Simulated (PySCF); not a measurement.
Zinc-blende BP: correlation energy from several methods in one and the same small orbital space (PySCF; 2 atoms at the zone centre, 8 electrons in 17 orbitals, empty ones MP2 natural orbitals of a TZ basis, lattice constant set to 4.40186 Å). Its volume lies 9 % below that of the crystal's usual cell. It tests the methods against each other and lies far from the crystal's limit.

```tsv
method	E_corr (eV per atom)	share of full CI (%)	error (meV)
MP2	-1.5695	66.3	796
CCSD	-2.3378	98.8	28
CCSD(T)	-2.3524	99.4	13
CCSDT	-2.3581	99.7	8
CCSDT(Q)	-2.3623	99.9	3
CCSDTQ	-2.3654	100.0	0
full CI	-2.3656	100.0	0
```

The Hartree–Fock determinant has a weight of 0.87 in the full CI state.

MP2, (T) and (Q) use filled levels shifted down by the Madelung term, which in so small a cell is a large part of the gap, so these rows hang on it.
